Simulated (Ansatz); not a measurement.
`C/N=C\CN` + H–F → `C/N=C\F` + CH₃NH₂  (substitution at a C–C bond)

Gas-phase electronic energies from Ansatz, PBE0-D4/def2-TZVP geometries. CCSD(T)/CBS adds triple-zeta CCSD(T) − MP2 to the extrapolated MP2 energy (def2 sets, frozen cores). This one scheme is used for every species. Double bonds are as drawn, so ΔE can hold a change between cis and trans. DFT in def2-TZVPP. B3LYP here is the variant with VWN-RPA as its local correlation; programs differ in this. One conformer a species, not always the lowest.

| level | ΔE (kJ/mol) | difference from CCSD(T)/CBS |
| --- | --- | --- |
| r2SCAN-D4 | -7.3 | -21.0 |
| PBE0-D4 | 2.0 | -11.7 |
| B3LYP-D4 | -4.2 | -17.9 |
| ωB97X-V | -3.7 | -17.4 |
| PBE | -9.9 | -23.6 |
| r2SCAN | -9.1 | -22.8 |
| MP2/def2-TZVPP | 14.6 | 0.9 |
| CCSD/def2-TZVPP | 6.8 | -6.9 |
| MP2/CBS(def2) | 20.2 | 6.5 |
| CCSD/CBS(def2) | 12.4 | -1.3 |
| CCSD(T)/CBS | 13.7 | 0 |

Largest T1 diagnostic among the species: 0.013.

The D4 term adds +9.1 kJ/mol with B3LYP and +5.2 kJ/mol with PBE0; it sums over pairs of atoms, weighted by their polarisabilities, and B3LYP, whose exchange is more repulsive, gets the larger term. From PBE to PBE0 (25 % exact exchange), in def2-TZVPP and without D4, ΔE moves by +6.7 kJ/mol.
